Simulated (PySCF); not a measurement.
A mixed set of molecules. Level of theory: PySCF 2.14.0, density-fitted response routines, TDDFT PBE0/def2-SVPD, vertical, gas phase, core orbitals frozen in the response. Geometries: PBE0-D3(BJ)/def2-SVP; one conformer of each isolated species. Triplets are in the Tamm–Dancoff approximation. 'Strongest' means the level of largest summed f among the lowest 10 singlets; it needn't be the same kind of state in each.

Question: Rank by computed lowest triplet energy, lowest first.
A. `FC(F)(F)CC1=CC=C[SiH2]1` (C6H7F3Si)
B. `C[Si](F)(F)Cl` (CH3ClF2Si)
C. `CCOc1cccnc1` (C7H9NO)
D. `FC(F)=C(F)/C=C\[C@@H]1C[SiH2]1` (C6H7F3Si)
E. `CPC` (C2H7P)
F. `O1CCOB1` (C2H5BO2)

Answer: A (2.58 eV), D (2.79 eV), C (3.94 eV), E (5.18 eV), F (6.75 eV), B (8.21 eV).

```csv
SMILES,T1 (eV),S1 (eV),α (au),f (S1),strongest (eV),S1 mainly
FC(F)(F)CC1=CC=C[SiH2]1,2.58,4.32,96.7,0.089,7.25,H→L (98%)
FC(F)=C(F)/C=C\[C@@H]1C[SiH2]1,2.79,4.69,116.5,0.704,4.69,H→L (92%)
CCOc1cccnc1,3.94,4.80,94.1,0.003,6.93,H-1→L (99%)
CPC,5.18,6.09,53.9,0.033,7.28,H→L (98%)
B1OCCO1,6.75,7.30,42.3,0.000,9.34,H→L (97%)
C[Si](F)(F)Cl,8.21,8.64,48.9,0.113,8.64,H→L (93%)
```

H and L stand for HOMO and LUMO.

- `FC(F)(F)CC1=CC=C[SiH2]1`: Löwdin shares by element: HOMO carbon 83% or more (atoms not listed hold the other 17%); LUMO carbon 73% or more (atoms not listed hold the other 27%).
- `FC(F)=C(F)/C=C\[C@@H]1C[SiH2]1`: Löwdin shares by element: HOMO carbon 56% or more (atoms not listed hold the other 44%); LUMO carbon 53% or more, silicon 11% (atoms not listed hold the other 36%).
- `CCOc1cccnc1`: Löwdin shares by element: HOMO carbon 48% or more, oxygen 22% (atoms not listed hold the other 30%); LUMO carbon 52% or more, nitrogen 22% (atoms not listed hold the other 26%).
- `CPC`: Löwdin shares by element: HOMO phosphorus 63%, carbon 23%, hydrogen 7% or more; LUMO carbon 34%, phosphorus 23%, hydrogen 11% or more (atoms not listed hold the other 31%).
- `B1OCCO1`: Löwdin shares by element: HOMO oxygen 58%, carbon 18% (atoms not listed hold the other 24%); LUMO boron 36%, carbon 27%, hydrogen 6% or more (atoms not listed hold the other 30%).
- `C[Si](F)(F)Cl`: Löwdin shares by element: HOMO chlorine 73%, carbon 12%, silicon 9%; LUMO silicon 35%, chlorine 19%, carbon 16%, hydrogen 7% or more (atoms not listed hold the other 23%).
